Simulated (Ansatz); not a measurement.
## Ansatz (development build ahead of 0.2.0) run

```yaml
crystal:
  periodic: [false, false, false]
  atoms:
    - { symbol: C, position_ang: [-0.02774, -0.00048, -0.74532] }
    - { symbol: O, position_ang: [0.01373, -0.05613, 0.45611] }
basis:
  gaussian: { orbitals: STO-3G }
total_charge: 1
magnetization:
  spin_polarized: true
  initial_magnetization: 1
hamiltonian:
  xc: hf
correlation:
  method: mp2
  frozen_orbitals: { C: 1, O: 1 }
```

The input is written out in the form of the current development build from the run's settings.

The run gave:

```yaml
Converged: yes
Reference_energy: -110.83001 hartree
Correlation_energy: -0.09109 hartree
Total_energy: -110.92111 hartree
Spin_squared_of_the_determinant: 1.454
```

Caution: the unrestricted determinant is spin contaminated.
